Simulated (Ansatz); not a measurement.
# Step by step: Rh, relaxation of cell and atoms

Computed with DFT, PBE, PAW with Ansatz's default frozen-core files, scalar-relativistic (Ansatz 0.2.0).

Command: `ansatz run input.yaml --threads 1 --pin off --max-ram 2048MiB --backend cpu --events-out ev --progress --plain --runs-dir out` The run took 6 s on 1 thread of Intel(R) Xeon(R) 6975P-C (Granite Rapids) (shared host), peak memory 0.36 GiB.

```yaml
crystal:
  lattice:
    - [0.0, 1.7724100296, 1.7724100296]
    - [1.7724100296, 0.0, 1.7724100296]
    - [1.7724100296, 1.7724100296, 0.0]
  atoms:
    - { symbol: Rh, position: [0.0, 0.0, 0.0] }
kpoints:
  mp_grid: { grid: [16, 16, 16] }
scf:
  occupations: { method: fermi_dirac, width: 0.05 }
hamiltonian:
  xc: pbe
  pseudopotentials: { kind: paw }
output:
  forces: true
  stress: true
relax:
  f_tol: 0.005
  max_steps: 80
  cell: {}
```

Spin polarisation is left out, and whether a magnetic state lies lower isn't shown here.

The cell is built from the fcc type as a first guess.

The cutoff is 420 eV; energies and pressures of the walk include the program's estimate of the Pulay term.

Each frame lists the cell vectors (Å), then Cartesian positions (Å); symmetry keeps all forces zero. Free energies count from the first step, -6402.1172 eV.

The walk took 9 evaluations in all; steps that aren't listed are left out.

Step 1: E = 0.0 meV, P = 107.74 GPa

```
cell 0.0000 1.7724 1.7724 1.7724 0.0000 1.7724 1.7724 1.7724 0.0000
Rh    0.0000    0.0000    0.0000
```

Step 2: E = -675.6 meV, P = 28.97 GPa

```
cell 0.0000 1.8588 1.8588 1.8588 0.0000 1.8588 1.8588 1.8588 0.0000
Rh    0.0000    0.0000    0.0000
```

Step 3: E = -761.6 meV, P = 8.41 GPa

```
cell 0.0000 1.8951 1.8951 1.8951 0.0000 1.8951 1.8951 1.8951 0.0000
Rh    0.0000    0.0000    0.0000
```

Step 4: E = -771.2 meV, P = 1.12 GPa

```
cell 0.0000 1.9108 1.9108 1.9108 0.0000 1.9108 1.9108 1.9108 0.0000
Rh    0.0000    0.0000    0.0000
```

Q: How does the relaxation end?

A: It converges, with a = 3.831 Å, b = 3.831 Å, c = 3.831 Å, α = 90.00°, β = 90.00°, γ = 90.00° (conventional cell, space group Fm-3m). The last solve (on a basis chosen afresh for the final cell, so its energy is not quite comparable) gives E = -777.3 meV, P = 0.00 GPa:
```
cell 0.0000 1.9153 1.9153 1.9153 0.0000 1.9153 1.9153 1.9153 0.0000
Rh    0.0000    0.0000    0.0000
```
